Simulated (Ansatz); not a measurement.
A calculation with Ansatz (development build ahead of 0.2.0).

```yaml
crystal:
  periodic: [false, false, false]
  atoms:
    - { symbol: C, position_ang: [0.61441, 0.72067, 0.0] }
    - { symbol: C, position_ang: [-0.61441, 0.72067, 0.0] }
    - { symbol: C, position_ang: [-0.61441, -0.72067, 0.0] }
    - { symbol: C, position_ang: [0.61441, -0.72067, 0.0] }
    - { symbol: H, position_ang: [1.32556, 1.42896, 0.0] }
    - { symbol: H, position_ang: [-1.32556, 1.42896, 0.0] }
    - { symbol: H, position_ang: [-1.32556, -1.42896, 0.0] }
    - { symbol: H, position_ang: [1.32556, -1.42896, 0.0] }
basis:
  gaussian: { orbitals: cc-pVTZ }
hamiltonian:
  xc: hf
```

The input is written out in the form of the current development build from the run's settings.

The run gave:

* Converged: yes
* Total energy: -153.64130 hartree
* Spin squared of the determinant: 0.000

Caution: in another basis set an unrestricted determinant lies well below.
